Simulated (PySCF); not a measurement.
The vertical singlet excitations below were computed for one of the candidates. Theory: TDDFT PBE0/def2-SVPD, vertical, gas phase, core orbitals frozen in the response in PySCF 2.14.0, density-fitted response routines. Geometries: GFN2-xTB, one conformer each.

| state | E (eV) | λ (nm) | f |
| --- | --- | --- | --- |
| S1 | 4.72 | 262.6 | 0.0029 |
| S2 | 5.26 | 235.7 | 0.079 |
| S3 | 6.21 | 199.7 | 0.0004 |
| S4 | 6.25 | 198.5 | 0.0084 |
| S5 | 6.71 | 184.8 | 0.016 |
| S6 | 6.84 | 181.2 | 0.018 |

Triplets computed (Tamm–Dancoff): 4.07, 4.22 eV.

Orbital energies (eV): HOMO-3 -9.35, HOMO-2 -8.60, HOMO-1 -8.01, HOMO -6.92, LUMO -0.81, LUMO+1 -0.23, LUMO+2 0.39.

Question: Which candidate is it?
A. `c1c(=O)ccoc1`
B. `O=CN[C@@H]1C[SiH2]1`
C. `C=C[SiH2]N=C`
D. `[H]/N=C\[C@@H]1C[SiH2]1`
E. `C([SiH2]C=C)(=O)N`

Answer: E. Its S1 lies at 4.72 eV; the nearest of the others has S1 at 5.02 eV. S1 is HOMO→LUMO+1 (90%). S1 has the pattern of n→π* at C=O. At the same level the other candidates give, for their lowest levels:
- `C=C[SiH2]N=C`: 4.01 eV (f 0.000); 5.53 eV (f 0.015); 6.20 eV (f 0.037); 6.50 eV (f 0.018); 6.55 eV (f 0.014); T1 3.38 eV; HOMO -6.96, LUMO -0.93 eV
- `O=c1ccocc1`: 4.03 eV (f 0.000); 5.02 eV (f 0.000); 5.65 eV (f 0.022); 5.74 eV (f 0.176); 6.56 eV (f 0.116); T1 3.57 eV; HOMO -7.24, LUMO -1.31 eV
- `[H]/N=C\[C@@H]1C[SiH2]1`: 5.02 eV (f 0.017); 5.78 eV (f 0.270); 6.03 eV (f 0.033); 6.24 eV (f 0.022); 6.44 eV (f 0.016); T1 4.10 eV; HOMO -6.86, LUMO -0.53 eV
- `O=CN[C@@H]1C[SiH2]1`: 5.43 eV (f 0.004); 5.86 eV (f 0.041); 6.05 eV (f 0.002); 6.37 eV (f 0.006); 6.45 eV (f 0.005); T1 4.85 eV; HOMO -6.64, LUMO 0.19 eV

Shape of the structure used: `[CH2:1]=[CH:2][SiH2:3][C:4]([NH2:5])=[O:6]`: C1–C2–Si3–C4 -109°, C2–Si3–C4–N5 23°, H–N5–C4–Si3 -2°, H–N5–C4–Si3 179°.
